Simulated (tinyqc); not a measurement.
Worked calculation: UHF in the sto-6g basis, for OH-, spin multiplicity 1. The basis has no diffuse functions, so it cannot describe the extra electron: this is an exercise in the method, not the real anion. One step of it, computed by the program tinyqc.

Problem. Iteration 2: building the Fock matrix. J_ij = sum D_kl (ij|kl) with D = D(alpha) + D(beta), K_ij = sum D_kl (ik|jl) for each spin; F = H + J - K(s); E = tr D H + tr D J / 2 - 0.5 sum_s tr D(s) K(s) + E_nn.

D(alpha) after iteration 1, order 1O 1s, 1O 2s, 1O 2px, 1O 2py, 1O 2pz, 2H 1s:
$$\begin{pmatrix}
1.057592 & -0.252708 & 0.019965 & 0.000678 & 0.008047 & 0.031290 \\
-0.252708 & 1.118783 & -0.122819 & -0.004172 & -0.040510 & -0.226877 \\
0.019965 & -0.122819 & 0.579854 & -0.014271 & -0.442331 & 0.385631 \\
0.000678 & -0.004172 & -0.014271 & 0.999515 & -0.015024 & 0.013098 \\
0.008047 & -0.040510 & -0.442331 & -0.015024 & 0.614570 & 0.099045 \\
0.031290 & -0.226877 & 0.385631 & 0.013098 & 0.099045 & 0.820009
\end{pmatrix}$$

D(beta) after iteration 1, order 1O 1s, 1O 2s, 1O 2px, 1O 2py, 1O 2pz, 2H 1s:
$$\begin{pmatrix}
1.057592 & -0.252708 & -0.019965 & -0.000678 & 0.008047 & 0.031290 \\
-0.252708 & 1.118783 & 0.122819 & 0.004172 & -0.040510 & -0.226877 \\
-0.019965 & 0.122819 & 0.579854 & -0.014271 & 0.442331 & -0.385631 \\
-0.000678 & 0.004172 & -0.014271 & 0.999515 & 0.015024 & -0.013098 \\
0.008047 & -0.040510 & 0.442331 & 0.015024 & 0.614570 & 0.099045 \\
0.031290 & -0.226877 & -0.385631 & -0.013098 & 0.099045 & 0.820009
\end{pmatrix}$$

core Hamiltonian H = T + V (hartree), order 1O 1s, 1O 2s, 1O 2px, 1O 2py, 1O 2pz, 2H 1s:
$$\begin{pmatrix}
-32.335379 & -7.140748 & 0.000000 & 0.000000 & -0.008782 & -0.765291 \\
-7.140748 & -8.561404 & 0.000000 & 0.000000 & -0.103819 & -1.878662 \\
0.000000 & 0.000000 & -6.853351 & 0.000000 & 0.000000 & 0.000000 \\
0.000000 & 0.000000 & 0.000000 & -6.853351 & 0.000000 & 0.000000 \\
-0.008782 & -0.103819 & 0.000000 & 0.000000 & -6.910249 & -1.479135 \\
-0.765291 & -1.878662 & 0.000000 & 0.000000 & -1.479135 & -3.676610
\end{pmatrix}$$

Two-electron integrals (ij|kl) in chemists' order, unique and non-zero (hartree):
```
(11|11) 4.787491   (21|11) 0.675884   (21|21) 0.121505   (22|11) 1.117379
(22|21) 0.249212   (22|22) 0.817383   (31|31) 0.025762   (32|31) 0.039145
(32|32) 0.180664   (33|11) 1.117381   (33|21) 0.249212   (33|22) 0.817382
(33|33) 0.880663   (41|41) 0.025762   (42|41) 0.039145   (42|42) 0.180664
(43|43) 0.047461   (44|11) 1.117381   (44|21) 0.249212   (44|22) 0.817382
(44|33) 0.785741   (44|44) 0.880663   (51|51) 0.025762   (52|51) 0.039145
(52|52) 0.180664   (53|53) 0.047461   (54|54) 0.047461   (55|11) 1.117381
(55|21) 0.249212   (55|22) 0.817382   (55|33) 0.785741   (55|44) 0.785741
(55|55) 0.880663   (61|11) 0.076383   (61|21) 0.013179   (61|22) 0.026496
(61|33) 0.026441   (61|44) 0.026441   (61|51) 0.000646   (61|52) 0.001273
(61|55) 0.026606   (61|61) 0.001457   (62|11) 0.212612   (62|21) 0.048215
(62|22) 0.178597   (62|33) 0.175496   (62|44) 0.175496   (62|51) 0.003877
(62|52) 0.030271   (62|55) 0.184799   (62|61) 0.005274   (62|62) 0.051768
(63|31) 0.004987   (63|32) 0.029249   (63|53) 0.006049   (63|63) 0.006752
(64|41) 0.004987   (64|42) 0.029249   (64|54) 0.006049   (64|64) 0.006752
(65|11) 0.166631   (65|21) 0.038276   (65|22) 0.151017   (65|33) 0.144581
(65|44) 0.144581   (65|51) 0.007568   (65|52) 0.052503   (65|55) 0.163890
(65|61) 0.004348   (65|62) 0.053152   (65|65) 0.060551   (66|11) 0.400552
(66|21) 0.092479   (66|22) 0.393758   (66|33) 0.380013   (66|44) 0.380013
(66|51) 0.008217   (66|52) 0.090779   (66|55) 0.421246   (66|61) 0.010168
(66|62) 0.155489   (66|65) 0.181282   (66|66) 0.774999
```

nuclear repulsion = 3.23408532 hartree

Give: Coulomb J; exchange K(alpha); exchange K(beta); F(alpha); F(beta); total energy of this density.

Solution.

Coulomb J (hartree), order 1O 1s, 1O 2s, 1O 2px, 1O 2py, 1O 2pz, 2H 1s:
$$\begin{pmatrix}
17.3859 & 3.0827 & 0.0000 & 0.0000 & 0.0075 & 0.3374 \\
3.0827 & 8.0739 & 0.0000 & 0.0000 & 0.1144 & 1.8070 \\
0.0000 & 0.0000 & 8.0229 & -0.0027 & 0.0000 & 0.0000 \\
0.0000 & 0.0000 & -0.0027 & 8.1025 & 0.0000 & 0.0000 \\
0.0075 & 0.1144 & 0.0000 & 0.0000 & 8.0963 & 1.5751 \\
0.3374 & 1.8070 & 0.0000 & 0.0000 & 1.5751 & 4.5415
\end{pmatrix}$$

exchange K(alpha) (hartree), order 1O 1s, 1O 2s, 1O 2px, 1O 2py, 1O 2pz, 2H 1s:
$$\begin{pmatrix}
4.9142 & 0.7614 & -0.0005 & 0.0000 & 0.0007 & 0.0898 \\
0.7614 & 1.2838 & -0.0379 & -0.0013 & -0.0108 & 0.3100 \\
-0.0005 & -0.0379 & 0.7906 & -0.0119 & -0.3105 & 0.0580 \\
0.0000 & -0.0013 & -0.0119 & 1.1403 & -0.0105 & 0.0020 \\
0.0007 & -0.0108 & -0.3105 & -0.0105 & 0.8845 & 0.2983 \\
0.0898 & 0.3100 & 0.0580 & 0.0020 & 0.2983 & 0.7019
\end{pmatrix}$$

exchange K(beta) (hartree), order 1O 1s, 1O 2s, 1O 2px, 1O 2py, 1O 2pz, 2H 1s:
$$\begin{pmatrix}
4.9142 & 0.7614 & 0.0005 & 0.0000 & 0.0007 & 0.0898 \\
0.7614 & 1.2838 & 0.0379 & 0.0013 & -0.0108 & 0.3100 \\
0.0005 & 0.0379 & 0.7906 & -0.0119 & 0.3105 & -0.0580 \\
0.0000 & 0.0013 & -0.0119 & 1.1403 & 0.0105 & -0.0020 \\
0.0007 & -0.0108 & 0.3105 & 0.0105 & 0.8845 & 0.2983 \\
0.0898 & 0.3100 & -0.0580 & -0.0020 & 0.2983 & 0.7019
\end{pmatrix}$$

F(alpha) (hartree), order 1O 1s, 1O 2s, 1O 2px, 1O 2py, 1O 2pz, 2H 1s:
$$\begin{pmatrix}
-19.8637 & -4.8195 & 0.0005 & 0.0000 & -0.0020 & -0.5177 \\
-4.8195 & -1.7713 & 0.0379 & 0.0013 & 0.0214 & -0.3817 \\
0.0005 & 0.0379 & 0.3789 & 0.0092 & 0.3105 & -0.0580 \\
0.0000 & 0.0013 & 0.0092 & 0.1089 & 0.0105 & -0.0020 \\
-0.0020 & 0.0214 & 0.3105 & 0.0105 & 0.3015 & -0.2023 \\
-0.5177 & -0.3817 & -0.0580 & -0.0020 & -0.2023 & 0.1630
\end{pmatrix}$$

F(beta) (hartree), order 1O 1s, 1O 2s, 1O 2px, 1O 2py, 1O 2pz, 2H 1s:
$$\begin{pmatrix}
-19.8637 & -4.8195 & -0.0005 & 0.0000 & -0.0020 & -0.5177 \\
-4.8195 & -1.7713 & -0.0379 & -0.0013 & 0.0214 & -0.3817 \\
-0.0005 & -0.0379 & 0.3789 & 0.0092 & -0.3105 & 0.0580 \\
0.0000 & -0.0013 & 0.0092 & 0.1089 & -0.0105 & 0.0020 \\
-0.0020 & 0.0214 & -0.3105 & -0.0105 & 0.3015 & -0.2023 \\
-0.5177 & -0.3817 & 0.0580 & 0.0020 & -0.2023 & 0.1630
\end{pmatrix}$$

total energy of this density = -74.635078 hartree
